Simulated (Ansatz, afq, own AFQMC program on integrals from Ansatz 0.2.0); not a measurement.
AFQMC, coupled cluster and functionals along a coordinate of HBr + H, doublet

```tsv
atom	x (Å)	y (Å)	z (Å)
Br	0.0000	0.0000	-1.2869
H	0.0000	0.0000	0.1337
H	0.0000	0.0000	1.1531
```

A hydrogen atom is moved from one rigid fragment to the other; the Br1–H2 distance tells how far. The two fragments are held close together, so this isn't a minimum-energy path and the start is a compressed complex. Energies in mEh count from this geometry (1.421 Å) at the same level; the start stands on UHF, each point on the determinant named.

Basis cc-pVTZ. Only valence electrons are correlated. Integrals, coupled cluster, full CI and functionals: Ansatz 0.2.0; the random walks run on the same integrals in our own AFQMC program. The CISD trial takes its coefficients from CCSD amplitudes. Released means that phaseless walkers are propagated on without the constraint, phases kept. Error bars are statistical, one sigma. No spin–orbit coupling.

Cautions, each for one point or more: inner d shell frozen; no relativity below Rb; no spin-orbit coupling.

```csv
r(Br1–H2) / Å,det.,T1,weight,⟨S²⟩,CCSD(T),ph-AFQMC/CISD,CCSDT(Q),PBE0,MP2
1.499,UHF,0.014,0.91,0.79,-5.7,-5.7 ± 0.1,-5.7,-6.0,-4.1
1.538,UHF,0.014,0.91,0.79,-8.3,-8.2 ± 0.1,-8.3,-8.4,-6.1
1.577,UHF,0.013,0.91,0.79,-10.7,-10.6 ± 0.1,-10.7,-10.4,-8.1
1.617,UHF,0.012,0.91,0.78,-12.9,-12.7 ± 0.2,-12.9,-11.9,-10.1
1.695,UHF,0.011,0.91,0.77,-15.1,-14.9 ± 0.1,-15.1,-12.4,-12.5
```

Weight is that of the determinant in the CISD state; at the start T1 is 0.013 and the weight 0.91, and ⟨S²⟩ is 0.78. Largest departures from CCSDT(Q), at the points where its series has closed: CCSD(T) 0.0 mEh at 1.538 (on UHF), ph-AFQMC/CISD 0.2 mEh at 1.617 (on UHF) (within the noise), PBE0 2.7 mEh at 1.695, MP2 2.8 mEh at 1.617 (on UHF). Functionals count only at points shown to share the start's state and spin.

Some points may be missing: those where a free walk finds a much lower state, and past Zn most of those on another determinant than at the start.

A walk keeps the symmetry of its determinant, which the program's search chose and which needn't be the lowest solution, so a lower state of the same spin and another symmetry isn't excluded.
